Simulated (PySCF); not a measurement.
Consider `C#CCF` (C3H3F). Optimised structure (Å), atoms numbered from 1:
```
C     1.6087   -0.2700   -0.4379
C     0.4804   -0.0897   -0.0406
C    -0.8762    0.1156    0.4533
F    -1.4875    1.1784   -0.1547
H     2.6113   -0.4302   -0.7899
H    -0.8505    0.2963    1.5422
H    -1.4788   -0.7917    0.2727
```

Energies: ωB97X-D3(BJ)/ma-def2-TZVP (PySCF, density fitting, integration grid level 2) on PBE0-D3(BJ)/def2-SVP structures. Zero-point and thermal terms (298.15 K, 1 bar) come from unscaled PBE0-D3(BJ)/def2-SVP harmonic frequencies, with soft modes damped to free rotors in the entropy.

What are the vertical and the adiabatic ionisation energy for forming the radical cation?

10.79 eV vertical and 10.64 eV adiabatic, the latter with zero-point energy.

Where does the unpaired spin of the relaxed radical cation sit?

C1 (alkyne carbon) 0.58, C2 (alkyne carbon) 0.27 (intrinsic atomic orbital populations).

What oxidation potential follows in THF (IEF-PCM), given that Fc+/Fc comes at 4.74 V absolute with this functional and basis?

In the gas phase ΔG of oxidation is 10.617 eV, and solvation is -15.6 kJ/mol for the parent and -244.2 kJ/mol for the product, so the absolute potential is 8.25 V, or 3.50 V against Fc+/Fc. Fc+/Fc in THF, 4.74 V, is ωB97X-D3(BJ)/ma-def2-TZVP on PBE0-D3(BJ)/def2-SVP structures with GFN2-xTB thermal terms. Benchmark calculations put it near 5.0 V in acetonitrile and DMSO, so it is about 0.3 V low, and the value against it can read up to that much too high. The solvent is electrostatics only, on gas-phase structures; the absolute scale refers to an electron at rest in vacuum.

How far is −ε(HOMO) from the vertical value by ΔSCF?

−ε(HOMO) = 10.63 eV, which is 0.16 eV below the ΔSCF value.

Differences come from unrounded values, so a last digit can differ from that of the printed terms.
